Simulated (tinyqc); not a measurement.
Extended Hueckel theory, for LiH+, step by step. The parameters take no account of the charge, which enters only through the electron count. Computed by tinyqc, a small Python program that keeps every step (integrals from PySCF). Settings: charge = 1, K = 1.5, multiplicity = 2. Command: `OMP_NUM_THREADS=1 python tinyqc.py 30194 30195 out.jsonl` (the two numbers bound the seeds that draw the settings). One thread of a shared host (Intel(R) Xeon(R) Processor @ 2.60GHz), about 0.01 s of CPU time with the checks.

## Overlaps

Geometry (angstrom):
```
atom        x        y        z
Li    0.00000  0.00000  0.00000
H     0.00000  0.00000  1.67100
```

Parameters chosen for this run:
```
element  shell  Slater exponent  H_ii (eV)
Li          2s          0.65000   -5.40000
Li          2p          0.65000   -3.50000
H           1s          1.30000  -13.60000
```

Slater orbitals, each expanded in six Gaussians scaled to its exponent.

overlap S, lower triangle:
```
          1Li 2s  1Li 2px  1Li 2py  1Li 2pz    2H 1s
1Li 2s   1.00000
1Li 2px  0.00000  1.00000
1Li 2py  0.00000  0.00000  1.00000
1Li 2pz  0.00000  0.00000  0.00000  1.00000
2H 1s    0.34832  0.00000  0.00000  0.47261  1.00000
```

## Wolfsberg-Helmholz matrix

diagonal H_ii (eV): 1Li 2s -5.40000, 1Li 2px -3.50000, 1Li 2py -3.50000, 1Li 2pz -3.50000, 2H 1s -13.60000

K = 1.50000

H_ij = K' S_ij (H_ii + H_jj)/2 for i != j (the diagonal keeps H_ii), with K' = 1.5.

H (eV), lower triangle:
```
           1Li 2s   1Li 2px   1Li 2py   1Li 2pz      2H 1s
1Li 2s   -5.40000
1Li 2px   0.00000  -3.50000
1Li 2py   0.00000   0.00000  -3.50000
1Li 2pz   0.00000   0.00000   0.00000  -3.50000
2H 1s    -4.96355   0.00000   0.00000  -6.06125  -13.60000
```

## Orbitals

valence electrons = 1

Solve H C = S C e through S^(-1/2); fill by pairs from the bottom, a degenerate level sharing its electrons equally; each orbital has its largest coefficient positive (the first on a tie).

orbital energies (eV): -13.61981  -4.84485  -3.50000  -3.50000  0.63778

occupations: 1.00000  0.00000  0.00000  0.00000  0.00000

coefficients:
```
              MO1       MO2       MO3      MO4       MO5
1Li 2s    0.02690   0.90810   0.00000  0.00000   0.59981
1Li 2px   0.00000   0.00000   0.99974  0.02267   0.00000
1Li 2py   0.00000   0.00000  -0.02267  0.99974   0.00000
1Li 2pz  -0.03739  -0.43156   0.00000  0.00000   1.07387
2H 1s     1.00727  -0.15389   0.00000  0.00000  -0.69836
```

sum of one-electron energies = -13.61981 eV

Within a degenerate level the vectors are fixed only up to a rotation; this is one choice.

## Mulliken analysis

P = C n C^T; charge = valence electrons (Li 1, H 1) minus the sum of (P S)_ii on the atom; overlap population = 2 sum P_ij S_ij between two atoms.

charges: 1Li 1.00624, 2H -0.00624

Overlap populations:
```
pair      value
2-1   -0.016722
```
